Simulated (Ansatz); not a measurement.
Relaxation of C₃H₄F₂O (10 atoms, charge 0, multiplicity 1), to a largest force component of 0.02 eV/Å in at most 50 steps.

These are results of RKS revPBE-D4/6-31G (Ansatz), not measurements.

```xyz
10
Properties=species:S:1:pos:R:3
F -1.198 -1.312 1.050
C -0.245 -0.364 1.177
C 0.434 -0.248 -0.132
O 1.121 1.045 -0.391
C -0.061 0.626 -1.216
F 0.213 0.300 -2.508
H -0.658 0.588 1.505
H 0.471 -0.703 1.955
H 1.014 -1.123 -0.355
H -1.009 1.141 -1.085
```

Question: Where does it end, and by what steps?

Answer: It converged. Limits of this set-up: no polarisation functions. After 7 steps the energy has fallen by 0.366 eV; F1 moved furthest, 0.22 Å.

```json
{"step": "0", "energy less start (eV)": "0.0000", "largest force component (eV/Å)": "3.076", "accepted": "yes"}
{"step": "1", "energy less start (eV)": "-0.2874", "largest force component (eV/Å)": "1.222", "accepted": "yes"}
{"step": "2", "energy less start (eV)": "-0.3515", "largest force component (eV/Å)": "0.454", "accepted": "yes"}
{"step": "3", "energy less start (eV)": "-0.3608", "largest force component (eV/Å)": "0.181", "accepted": "yes"}
{"step": "4", "energy less start (eV)": "-0.3617", "largest force component (eV/Å)": "0.238", "accepted": "yes"}
{"step": "5", "energy less start (eV)": "-0.3655", "largest force component (eV/Å)": "0.041", "accepted": "yes"}
{"step": "6", "energy less start (eV)": "-0.3658", "largest force component (eV/Å)": "0.040", "accepted": "yes"}
{"step": "7", "energy less start (eV)": "-0.3660", "largest force component (eV/Å)": "0.016", "accepted": "yes"}
```

```xyz
10
Properties=species:S:1:pos:R:3
F -1.174 -1.489 1.186
C -0.243 -0.372 1.209
C 0.422 -0.296 -0.142
O 1.151 1.031 -0.412
C -0.031 0.651 -1.182
F 0.200 0.316 -2.535
H -0.803 0.551 1.429
H 0.492 -0.557 2.009
H 0.980 -1.178 -0.469
H -0.910 1.293 -1.092
```

Whether the end is a true minimum wasn't checked by a vibrational analysis.

Time of the run: 26 s on 1 thread of Arm Neoverse V1, with other jobs on the host, peak memory 0.14 GiB.
